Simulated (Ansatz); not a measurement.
System: fcc Cu. Method: PBEsol in Ansatz (PAW).

Settings: plane-wave cutoff 520 eV, 18×18×18 k mesh, Fermi–Dirac smearing 0.1 eV, perturbation theory, force constants from a 6×6×6 q mesh, no spin polarisation, scalar-relativistic PAW data made under PBE.

Computed at the level's own relaxed cell. Harmonic vibrational thermodynamics at fixed volume:

```csv
T (K),S_vib (J/K per mol of atoms),C_V (J/K per mol of atoms),F_vib (eV/atom)
0,0.00,0.00,0.0326
100,9.06,15.11,0.0295
200,22.14,21.73,0.0130
500,43.58,24.38,-0.0937
600,48.04,24.55,-0.1412
800,55.13,24.72,-0.2485
900,58.05,24.77,-0.3072
```

The crystal is taken as a harmonic solid at every temperature: melting, phase changes and thermal expansion are not seen, nor the electrons' share in a metal.

Ansatz is a first-principles code.
